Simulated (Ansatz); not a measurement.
Geometry optimisation, Ansatz, UKS PBE0/cc-pVDZ.

The input (input.yaml):

```yaml
crystal:
  periodic: [false, false, false]
  atoms:
    - { symbol: C, position_ang: [-0.68014, 0.41664, -0.56503] }
    - { symbol: B, position_ang: [0.11999, 0.27118, 0.6778] }
    - { symbol: S, position_ang: [1.36125, -1.03051, 0.79831] }
    - { symbol: H, position_ang: [-0.57577, -0.21849, -1.43318] }
    - { symbol: H, position_ang: [-1.43539, 1.17601, -0.68997] }
    - { symbol: H, position_ang: [0.01463, 0.95222, 1.62158] }
    - { symbol: H, position_ang: [1.19542, -1.56706, -0.40951] }
magnetization:
  spin_polarized: true
  initial_magnetization: 1
basis:
  gaussian: { orbitals: cc-pVDZ }
hamiltonian:
  xc: pbe0
relax:
  f_tol: 0.02
  max_steps: 50
```

Run as:

```bash
$ ansatz run input.yaml --threads 2 --pin off --max-ram 3072MiB --backend cpu --events-out ev --progress --plain --runs-dir out
```

Q: Where does it end, and by what steps?

A: The forces met the threshold. After 5 steps the energy has fallen by 0.066 eV; H7 moved furthest, 0.07 Å.

| step | energy less start (eV) | largest force component (eV/Å) | accepted |
| --- | --- | --- | --- |
| 0 | 0.0000 | 0.810 | yes |
| 1 | -0.0588 | 0.309 | yes |
| 2 | -0.0637 | 0.137 | yes |
| 3 | -0.0651 | 0.124 | yes |
| 4 | -0.0657 | 0.022 | yes |
| 5 | -0.0657 | 0.003 | yes |

```xyz
7
Properties=species:S:1:pos:R:3
C -0.708 0.431 -0.591
B 0.133 0.249 0.664
S 1.383 -1.033 0.833
H -0.611 -0.205 -1.478
H -1.466 1.217 -0.678
H 0.020 0.955 1.636
H 1.249 -1.614 -0.387
```

The run took 4.4 s on 2 threads of AMD EPYC 9B45 (Zen 5), with other jobs on the host, peak memory 0.17 GiB.
